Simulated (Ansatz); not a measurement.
Pulling the pair apart

The pair of HCl (SMILES Cl, atoms 1–2) and CH4S (SMILES CS, atoms 3–8), both closed shells, in one local arrangement (a lower one may exist), relaxed at PBE0-D4/def2-TZVP:

```
atom    x (Å)    y (Å)    z (Å)
 Cl1  -0.0280  -0.7039  -2.7776
  H2   0.6165  -0.3967  -1.6766
  C3  -0.5025   0.4691   0.7735
  S4   1.2255   0.1060   0.3903
  H5  -1.1737  -0.1563   0.1867
  H6  -0.6607   1.5109   0.4962
  H7  -0.6973   0.3529   1.8380
  H8   1.2202  -1.1819   0.7696
```

CH4S is shifted rigidly along the line between the mean atom positions of the two fragments (negative: closer). Counterpoise interaction energies in kcal/mol. Ansatz 0.2.0; basis: def2-TZVPPD; cores frozen in the correlated methods.

```
shift (Å)  PBE-D4    MP2  PBE0-D4
    -0.22   -6.60  -3.90    -5.76
    -0.11   -7.14  -4.76    -6.37
     0.00   -7.23  -5.15    -6.54
     0.11   -7.04  -5.22    -6.42
     0.27   -6.49  -5.00    -5.96
     0.55   -5.16  -4.16    -4.79
     1.11   -2.97  -2.53    -2.80
     2.21   -0.95  -0.90    -0.93
```

What does CCSD(T) give at these shifts? (An estimate is asked for; the value comes from the calculation.)

The calculation gives: -2.46, -3.55, -4.14, -4.38, -4.35, -3.75, -2.35, -0.84 kcal/mol. For zero shift, CCSD(T) at an estimated basis limit (MP2 extrapolated from triple and quadruple zeta, plus CCSD(T) − MP2 in triple zeta) gives -4.93 kcal/mol. These are counterpoise interaction energies, counted from the two frozen fragments.

No T1 diagnostic of these runs exceeds 0.009.

For scale, one of the runs: CCSD(T)/def2-TZVPPD, 224 basis functions, launched by `ansatz run in.yaml --threads 4 --pin off --events-out ev --progress --plain --max-ram 9574MiB`. Time: 43 s of wall clock on 4 CPU threads of an Arm Neoverse V1; the host was shared. Peak host memory: 3.4 GiB.
